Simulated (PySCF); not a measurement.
Molecule: cyclopentanol (C1(O)CCCC1, C5H10O).

Molfile (atoms numbered from 1):
```
C5H10O
     RDKit          3D

 16 16  0  0  0  0  0  0  0  0999 V2000
    1.2859    0.1852    1.4409 O   0  0  0  0  0  0  0  0  0  0  0  0
    1.1458   -0.0329    0.0538 C   0  0  0  0  0  0  0  0  0  0  0  0
    0.2912   -1.2794   -0.1210 C   0  0  0  0  0  0  0  0  0  0  0  0
   -1.1431   -0.8013    0.1599 C   0  0  0  0  0  0  0  0  0  0  0  0
   -1.1384    0.7219   -0.1159 C   0  0  0  0  0  0  0  0  0  0  0  0
    0.2820    1.0436   -0.6003 C   0  0  0  0  0  0  0  0  0  0  0  0
    1.6958    1.0469    1.5658 H   0  0  0  0  0  0  0  0  0  0  0  0
    2.1363   -0.1327   -0.4325 H   0  0  0  0  0  0  0  0  0  0  0  0
    0.6236   -2.0880    0.5460 H   0  0  0  0  0  0  0  0  0  0  0  0
    0.3931   -1.6371   -1.1580 H   0  0  0  0  0  0  0  0  0  0  0  0
   -1.4092   -0.9969    1.2083 H   0  0  0  0  0  0  0  0  0  0  0  0
   -1.8783   -1.3365   -0.4594 H   0  0  0  0  0  0  0  0  0  0  0  0
   -1.3544    1.2743    0.8102 H   0  0  0  0  0  0  0  0  0  0  0  0
   -1.8999    1.0238   -0.8502 H   0  0  0  0  0  0  0  0  0  0  0  0
    0.6128    2.0657   -0.3514 H   0  0  0  0  0  0  0  0  0  0  0  0
    0.3568    0.9434   -1.6962 H   0  0  0  0  0  0  0  0  0  0  0  0
  1  2  1  0
  2  3  1  0
  3  4  1  0
  4  5  1  0
  5  6  1  0
  6  2  1  0
  1  7  1  0
  2  8  1  0
  3  9  1  0
  3 10  1  0
  4 11  1  0
  4 12  1  0
  5 13  1  0
  5 14  1  0
  6 15  1  0
  6 16  1  0
M  END
```

Geometry PBE0-D3(BJ)/def2-SVP throughout; GIAO in PySCF, gas phase, one conformer, non-relativistic; equivalent atoms averaged; basis pcSseg-1.

Q: How do the shifts δ (against H2O, TMS at the same level) depend on the functional? (a selection of nuclei; ppm; last column core-seconds on shared hosts with different chips, so compare them loosely)

A: 
```tsv
functional	kind	O1	C2	C3/C6	C4/C5	H8	H11/H13	H9/H15	H12/H14	H10/H16	core-s
HF	Hartree–Fock	39.8	66.3	33.7	20.2	3.61	1.74	1.50	1.43	1.01	5
LDA	LDA	79.3	81.7	40.1	23.4	4.57	2.08	1.66	1.63	1.40	15
PBE	GGA	75.3	79.4	39.3	24.6	4.43	2.02	1.62	1.60	1.37	21
BLYP	GGA	79.1	81.0	40.4	25.6	4.42	2.02	1.62	1.59	1.37	20
BP86	GGA	71.7	79.5	39.4	24.7	4.43	2.02	1.63	1.59	1.36	18
OPBE	GGA	67.7	75.3	37.2	24.5	4.32	1.98	1.61	1.58	1.37	18
KT2	GGA	71.1	77.4	38.2	24.0	4.46	1.99	1.65	1.60	1.31	22
KT3	GGA	71.1	76.2	37.8	25.0	4.34	1.96	1.62	1.58	1.32	22
B97-D	GGA	69.9	78.1	38.9	25.2	4.38	2.01	1.63	1.59	1.36	22
B3LYP	global hybrid	68.6	77.9	39.0	24.3	4.19	1.95	1.59	1.56	1.28	14
PBE0	global hybrid	62.8	75.7	37.7	23.3	4.15	1.93	1.59	1.55	1.26	15
mPW1PW91	global hybrid	62.0	75.6	37.7	23.5	4.12	1.92	1.58	1.54	1.25	14
WP04	global hybrid	56.5	78.8	39.2	26.9	3.95	1.85	1.55	1.48	1.23	19
B97-2	global hybrid	61.3	75.1	37.5	23.8	4.14	1.92	1.59	1.55	1.26	25
BHandHLYP	global hybrid	57.1	73.6	37.1	22.7	3.93	1.86	1.56	1.51	1.16	34
CAM-B3LYP	range-separated hybrid	64.6	76.5	38.2	23.1	4.10	1.92	1.58	1.55	1.24	36
wB97X-D	range-separated hybrid	57.5	75.1	37.6	23.2	4.07	1.90	1.57	1.53	1.22	47
LC-wPBE	range-separated hybrid	53.4	73.6	36.4	21.8	3.96	1.87	1.55	1.50	1.21	48
```

Q: Which nucleus among those listed moves most, in ppm?

A: O1 (alcohol oxygen): from 39.8 ppm with HF to 79.3 ppm with LDA. The smallest spread is 0.15 ppm, at H9/H15. Proton shifts span only some 12 ppm, so a few tenths of a ppm matter as much there as several ppm in carbon.
